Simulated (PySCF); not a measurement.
Species: thioxoethenylidene, C₂S (triplet state).
Numbering: `[C:1]=[C:2]=[S:3]`
Bond orders are those of one Lewis drawing.

Method: PBE0-D3(BJ)/def2-SVP geometry optimisation, gas phase (PySCF); unrestricted, density fitting, grid level 1; the optimiser is geomeTRIC in internal coordinates, started from a GFN2-xTB structure with every atom displaced at random (about 0.01 Å).

Step 0: E = -12892.8793 eV
```
atom  x, y, z in Å  |  force x, y, z in eV/Å
C1     -1.3180    0.2475    0.2542   -5.104   0.734   0.988
C2     -0.1062    0.0721    0.0239    5.570  -0.796  -1.100
S3      1.4302   -0.1428   -0.2971   -0.465   0.062   0.112
```

Step 1: E = -12892.9774 eV
```
atom  x, y, z in Å  |  force x, y, z in eV/Å
C1     -1.3544    0.2734    0.1795    0.337  -0.156   0.363
C2     -0.0503    0.0270    0.1595   -1.133   0.318  -0.409
S3      1.4106   -0.1236   -0.3580    0.796  -0.162   0.046
```

Step 2: E = -12893.0161 eV
```
atom  x, y, z in Å  |  force x, y, z in eV/Å
C1     -1.3613    0.2695    0.2000    0.194  -0.102   0.255
C2     -0.0609    0.0373    0.1269   -0.215   0.160  -0.480
S3      1.4282   -0.1301   -0.3459    0.020  -0.058   0.225
```

**Question.** Estimate the geometry and energy of step 3. (The exact step hangs on the optimiser's Hessian estimate; all steps are aligned on step 2, rigid shifts and turns removed.)

**Answer.** E = -12893.0533 eV, largest force 0.589 eV/Å
```
atom  x, y, z in Å  |  force x, y, z in eV/Å
C1     -1.3624    0.2597    0.2399   -0.172   0.001   0.124
C2     -0.0751    0.0577    0.0572    0.510  -0.023  -0.294
S3      1.4434   -0.1406   -0.3161   -0.338   0.022   0.169
```

The energy changes by -0.0372 eV. The first-order estimate −F·Δx gives -0.0584 eV and the mean of the old and new forces, exact on a quadratic surface, -0.0379 eV. The step makes an angle of 22° with the force vector and moves no atom by more than 0.074 Å.

The cost below is that of the whole optimisation. Time: 4.9 s of wall time; peak memory 0.26 GiB. Hardware: an Arm Neoverse V2 with one thread (shared host).
